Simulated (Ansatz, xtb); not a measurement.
## Relaxing a trial structure of CH2FSi

The starting geometry of this gas-phase doublet has its atoms placed at random.

```yaml
atoms:
  - { symbol: C, position_ang: [-0.2360, -0.0504, 0.1236] }
  - { symbol: F, position_ang: [0.7288, 1.4804, 0.1973] }
  - { symbol: Si, position_ang: [-0.5660, -1.4629, -0.5340] }
  - { symbol: H, position_ang: [-1.2612, 0.0764, -1.0728] }
  - { symbol: H, position_ang: [0.5393, 1.1713, -0.5590] }
```

Q: Guess where an optimisation with r2SCAN-D4/def2-SVP ends from this start.

A: It loosens into CHSi + FH, which stay close as a complex. Distances that change by over a tenth: F2–H5 (0.84 → 0.95 Å). Contacts that open: Si3–H4 (1.77 → 2.78 Å). Contacts that close: C1–H4 (1.58 → 1.09 Å).

The energy falls by 3.86 eV over 35 steps:

```csv
step,E − E(last) (eV)
1,3.862
5,0.863
9,0.071
12,0.050
16,0.048
20,0.048
24,0.045
27,0.023
31,0.003
35,0.000
```

Final geometry (Å):

```csv
atom,x (Å),y (Å),z (Å)
C,-0.9917,-0.1306,-0.5876
F,1.3615,1.0957,-0.1466
Si,0.4005,-1.1186,-0.4640
H,-1.9993,0.2681,-0.7232
H,0.4340,1.1003,0.0766
```

From the same start GFN2-xTB ends elsewhere, differing in C1–H5 (1.09 against 2.00 Å here), F2–Si3 (1.63 against 2.43 Å here), F2–H5 (3.07 against 0.95 Å here).

From so rough a start the end depends on the optimiser's path, so another program may land elsewhere. The end wasn't checked by frequencies. Open shells are spin-unrestricted. Run with Ansatz 0.2.0, 3.5 min on 1 thread of Arm Neoverse V2 (shared host).
